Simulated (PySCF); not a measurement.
# Spin-Hamiltonian simulation

Molecule: SMILES CCC(=O)C=O, C4H6O2.

Bonds (- single, = double, # triple, : aromatic): C1-C2 1.514 Å, C2-C3 1.499 Å, C3=O4 1.207 Å, C3-C5 1.530 Å, C5=O6 1.200 Å. C1 carries H7, H8, H9; C2 carries H10, H11; C5 carries H12.

All values are calculated (PySCF): shieldings: GIAO B3LYP/pcSseg-2, J: B3LYP/pcJ-1 (without the spin–dipole term), geometry: PBE0-D3(BJ)/def2-SVP. Rapidly exchanging positions averaged, no solvent model, non-relativistic Hamiltonian, a single conformation.

δ = σ(ref) − σ, references computed at the same level: 1H against TMS.

The 5-spin Hamiltonian (Zeeman plus full scalar coupling among like nuclei) was diagonalised exactly; lines are Lorentzian, 1.0 Hz wide, and the maxima above 3 % are listed with the tallest set to 100.

Peak list at 500 MHz for the spins H7/H8/H9/H10/H11:
δ in ppm (height): 2.824 (16), 2.808 (49), 2.792 (50), 2.776 (17), 1.096 (51), 1.080 (100), 1.064 (49)

Extract the chemical shifts and coupling constants behind this pattern (give the signs of the calculation).

Results:


Shifts (ppm): H7/H8/H9 1.08, H10/H11 2.80.
Couplings (Hz): H7–H8, H7–H9, H8–H9: -14.4; H7–H10, H7–H11, H8–H10, H8–H11, H9–H10, H9–H11: 8.0; H10–H11: -25.1.
These are the parameters used. A line list fixes at most the relative signs, and those only where coupling is strong; other parameter sets or atom labellings may fit too, and couplings well below the line width leave little trace. Couplings within a CH3 group never show.

Unscaled 3J(H,H) at this level run about 10 % above measured values.
